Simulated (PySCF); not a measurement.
Phosphorus: a sound run and one with changed settings

Sound run: P [Ne] 3s2 3p3, P⁺ [Ne] 3s2 3p2. Computed with PySCF 2.14 in x2c-SVPall, with scalar relativity by spin-free X2C-1e. In the sound run the correlated levels freeze [Ne]. The sound run starts from symmetry-adapted Hartree-Fock orbitals and uses a fine grid where one is needed.

Changed run: initial guess 1e, at most 50 SCF cycles, level shift 0.5 hartree.

| species | method | sound run (hartree) | changed run (hartree) | converged |
| --- | --- | --- | --- | --- |
| P | UHF | -341.40273 | -341.40273 | yes |
| P | PBE | -341.80167 | -341.80167 | yes |
| P | TPSS | -341.98177 | -341.98177 | yes |
| P | MP2 | -341.46418 | -341.44407 | yes |
| P | CCSD(T) | -341.48223 | -341.48223 | yes |
| P⁺ | UHF | -341.03801 | -341.03801 | yes |
| P⁺ | PBE | -341.41847 | -341.41847 | yes |
| P⁺ | TPSS | -341.59617 | -341.59617 | yes |
| P⁺ | MP2 | -341.08769 | -341.07107 | yes |
| P⁺ | CCSD(T) | -341.10868 | -341.10868 | yes |

Ionisation energy of P:

```tsv
method	sound run (eV)	changed run (eV)
UHF	9.925	9.925
PBE	10.427	10.427
TPSS	10.493	10.493
MP2	10.245	10.150
SCS-MP2	10.116	10.060
CCSD	10.163	10.163
CCSD(T)	10.165	10.165
```

A level shift leaves the converged SCF energy unchanged but raises the virtual orbital energies, which shrinks MP2 if it is not removed.

For comparison, NIST gives 10.487 eV between the lowest levels.
